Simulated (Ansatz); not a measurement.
**Could Cu₃Pd exist in this structure?**

Plane-wave DFT in Ansatz with scalar-relativistic PAW potentials. The crystal relaxes under LDA to Pm-3m with a = 3.612 Å, 11.78 Å³/atom. No spin polarisation.

```xyz
4
Lattice="3.6118 0.0000 0.0000 0.0000 3.6118 0.0000 0.0000 0.0000 3.6118" Properties=species:S:1:pos:R:3 pbc="T T T"
Cu    0.0000    1.8059    1.8059
Cu    1.8059    0.0000    1.8059
Cu    1.8059    1.8059    0.0000
Pd    0.0000    0.0000    0.0000
```

Problem. Test it against the elements, against displacements at the zone centre and against strain.

Solution.
- Energy over the elements: -0.093 eV/atom (LDA, standard states in the same functional, gases uncorrected)
- Optical modes at Γ: all 9 real, 155 to 260 cm⁻¹ (LDA, no gap at this level, so no LO-TO term)
- Least eigenvalue of the elastic tensor: 70 GPa (LDA, smearing 0.15 eV on a cell relaxed with it; where the run has no gap this value hangs on mesh and smearing)

It passes all three tests. So it is a local minimum against everything tried and bound against the elements. Modes at other wave vectors, other structures and decomposition into other compounds weren't tested here.

Cost: 3 runs of about 7.9 core-minutes in all, on Arm Neoverse V2 (shared hosts).